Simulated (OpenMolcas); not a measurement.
# singlet OF− at 6 levels

We compute a comparison of 6 runs (B3LYP/6-31G*, B3LYP/aug-cc-pVTZ, BHLYP/aug-cc-pVTZ, TPSS/aug-cc-pVTZ, CCSD(T)/aug-cc-pVTZ) of singlet OF−. 

The results are computed with OpenMolcas 26.06.

### 1 The system as given

OF− has 2 atoms, charge -1, and is taken as a singlet. SMILES of the parent species: `[O]F`. Geometry: relaxed at PBE0-D4/def2-TZVP. That shape belongs to the parent species and isn't relaxed for this state.

Bond lengths: O1–F2 1.330 Å.

### 2 The energy at B3LYP/6-31G(d) (spherical functions) (run 1)

File input.xyz:

```xyz
2

O      0.000000     0.000000    -0.015950
F      0.000000     0.000000     1.314400
```

File mol.input:

```
&GATEWAY
  BASLIB=$CurrDir
  COORD=input.xyz
  BASIS=6-31Gs
  GROUP=NoSym

&SEWARD
  GRIDINPUT
  Grid=UltraFine
  End of Grid

&SCF
  CHARGE=-1
  KSDFT=B3LYP
  THRESHOLDS=1e-10 1e-07 1e-07 1e-05
  PRORBITALS=1 2
```

The basis set 6-31G* is read from a file made from the Basis Set Exchange's data (not shown).

On the command line:

```bash
$ export MOLCAS_MEM=1860
$ pymolcas mol.input > mol.log
```

Standard output:

```text
--- Start Module: gateway ---
[...]
--- Stop Module: gateway /rc=_RC_ALL_IS_WELL_ ---
--- Start Module: seward ---
[...]
      Basis functions           28
--- Stop Module: seward /rc=_RC_ALL_IS_WELL_ ---
--- Start Module: scf ---
[...]
       Convergence after  15 Iterations
[...]
::    Total KS-DFT energy                            -174.8802434885
[...]
      Total spin, S                                     0.0000000000
[...]
      Total electronic charge=   18.000000
      Total            charge=   -1.000000
[...]
      Dipole Moment (debye):
      Origin of the operator (angstrom)=    0.0000    0.0000    0.7063
                   X=  9.0567E-16               Y=  1.6134E-16               Z=  1.8372E+00           Total=  1.8372E+00
      Center of Charge (angstrom)
[...]
--- Stop Module: scf /rc=_RC_ALL_IS_WELL_ ---
[...]
```

Run time: 3.6 s. Hardware: 1 thread of Arm Neoverse V2, shared host; peak memory 0.37 GiB.

### 3 The energy at B3LYP/6-31G(d) (Cartesian functions) (run 2)

File mol.xyz:

```xyz
2

O      0.000000     0.000000    -0.015950
F      0.000000     0.000000     1.314400
```

File calc.inp:

```
&GATEWAY
 BasLib
 $CurrDir
 Coord
 mol.xyz
 Basis
 6-31Gs
 Group
 NoSym

&SEWARD
 GridInput
 Grid=UltraFine
 End of Grid

&SCF
 Charge
 -1
 KSDFT
 B3LYP
 Thresholds
 1e-10 1e-07 1e-07 1e-05
 PrOrbitals
 1 1
```

The basis set 6-31G* is read from a file made from the Basis Set Exchange's data (not shown).

On the command line:

```bash
$ export MOLCAS_MEM=1860
$ pymolcas calc.inp > calc.log
```

Standard output:

```text
--- Start Module: gateway ---
[...]
--- Stop Module: gateway /rc=_RC_ALL_IS_WELL_ ---
--- Start Module: seward ---
[...]
      Basis functions           30
--- Stop Module: seward /rc=_RC_ALL_IS_WELL_ ---
--- Start Module: scf ---
[...]
       Convergence after  15 Iterations
[...]
::    Total KS-DFT energy                            -174.8843092717
[...]
      Total spin, S                                     0.0000000000
[...]
      Total electronic charge=   18.000000
      Total            charge=   -1.000000
[...]
      Dipole Moment (debye):
      Origin of the operator (angstrom)=    0.0000    0.0000    0.7063
                   X=  1.4678E-16               Y= -8.8507E-16               Z=  1.8540E+00           Total=  1.8540E+00
      Center of Charge (angstrom)
[...]
--- Stop Module: scf /rc=_RC_ALL_IS_WELL_ ---
[...]
```

It took 3.9 s on 1 thread of Arm Neoverse V2, shared host; peak memory 0.37 GiB.

Runs 3 to 5 aren't shown in full; the table further down has their settings and results.

### 4 A single-point energy at CCSD(T)/aug-cc-pVTZ (run 6)

mol.xyz is that of step 3.

File test.input:

```
* FO CCSD(T)
&GATEWAY
BasLib = $CurrDir
Coord = mol.xyz
Basis = aug-cc-pVTZ
Group = NoSym
&SEWARD
&SCF
Charge = -1
Thresholds = 1e-10 1e-07 1e-07 1e-05
PrOrbitals = 1 1
&RASSCF
FileOrb = $Project.ScfOrb
Spin = 1
Nactel = 0 0 0
Inactive = 9
Ras2 = 0
OutOrbitals = Canonical
OrbListing = Nothing
&MOTRA
JobIph
Frozen = 2
&CCSDT
CCT
Triples = 2
Iterations = 80
Accuracy = 1e-08
Extrapolation = 5 4
```

The basis set aug-cc-pVTZ is read from a file made from the Basis Set Exchange's data (not shown).

On the command line:

```bash
$ export MOLCAS_MEM=1860
$ pymolcas test.input > test.log
```

Standard output:

```text
--- Start Module: gateway ---
[...]
--- Stop Module: gateway /rc=_RC_ALL_IS_WELL_ ---
[...]
      Basis functions           92
[...]
       Convergence after  15 Iterations
[...]
::    Total SCF energy                               -174.2102326562
[...]
      Total spin, S                                     0.0000000000
[...]
      Number of active orbitals                  0
[...]
      Spin quantum number                      0.0
[...]
      Active orbitals                            0
[...]
      Number of CSFs                             1
[...]
      Number of root(s) required                 1
[...]
      Convergence after  4 iterations
[...]
      Natural orbitals and occupation numbers for root  1
      ************************************************************************************************************************
      *                                                    Final results                                                     *
      ************************************************************************************************************************
[...]
::    RASSCF root number  1 Total energy:   -174.21023266
[...]
      Total electronic charge=   18.000000
      Total            charge=   -1.000000
[...]
      Dipole Moment (debye):
      Origin of the operator (angstrom)=    0.0000    0.0000    0.7063
                   X= -9.6836E-16               Y= -5.3803E-16               Z=  1.7799E+00           Total=  1.7799E+00
      Center of Charge (angstrom)
[...]
--- Start Module: motra ---
[...]
      *** WARNING: Default frozen orbitals is overwritten by user input.
      *** Default values:   2
[...]
--- Stop Module: motra /rc=_RC_ALL_IS_WELL_ ---
[...]
--- Start Module: ccsdt ---
[...]
      Convergence after                    17  Iterations
      Total energy (diff) :    -174.72717376      -0.00000001
[...]
 METHOD                       : CCSD+T(CCSD)+<T3(1)WT1> = CCSD(T)
[...]
       CCSD     =      -174.7271737614992
[...]
--- Stop Module: ccsdt /rc=_RC_ALL_IS_WELL_ ---
[...]
```

Wall time 34 s (1 thread of Arm Neoverse V2, shared host); peak memory 0.51 GiB.

### 5 The series

```
run                               level  Cartesian functions  integration grid  energy (Eh)  HOMO energy (eV)  LUMO energy (eV)  HOMO–LUMO gap (eV)  wall time
  1  B3LYP/6-31G* (spherical functions)                   no         UltraFine  -174.880243              3.99             12.70                8.70      3.6 s
  2  B3LYP/6-31G* (Cartesian functions)                  yes         UltraFine  -174.884309              3.95             12.65                8.70      3.9 s
  3                   B3LYP/aug-cc-pVTZ                   no         UltraFine  -175.014617              1.35              5.93                4.57       14 s
  4                   BHLYP/aug-cc-pVTZ                   no         UltraFine  -174.929380             -0.54              6.58                7.12       13 s
  5                    TPSS/aug-cc-pVTZ                   no         UltraFine  -175.026396              2.76              5.72                2.96       23 s
  6                 CCSD(T)/aug-cc-pVTZ                   no                 –  -174.746829             -3.34              7.71               11.05       34 s
```

### 6 Outcome

| quantity | value |
| --- | --- |
| run 6: total energy | -174.74683 Eh |
| run 6: HOMO energy (Hartree–Fock orbitals) | -3.34 eV |
| run 6: LUMO energy (Hartree–Fock orbitals) | 7.71 eV |
| run 6: HOMO–LUMO gap (to an unbound level, set by the basis) | 11.05 eV |
| run 6: correlation energy (2 core orbitals frozen) | -536.6 mEh |
| run 6: (T) correction | -19.66 mEh |

Over runs 1, 2, 3, 4, 5 the HOMO–LUMO gap runs from 2.96 eV (TPSS/aug-cc-pVTZ) to 8.70 eV (B3LYP/6-31G*). The two ends differ in method and basis. The empty levels of an anion lie above zero and hang on the basis. Totals of different functionals can't be ranked against each other. In runs 1, 2, 3, 5 the HOMO lies above zero, so the outermost electron may be held by the basis alone. All runs together took 92 s, the longest 34 s.
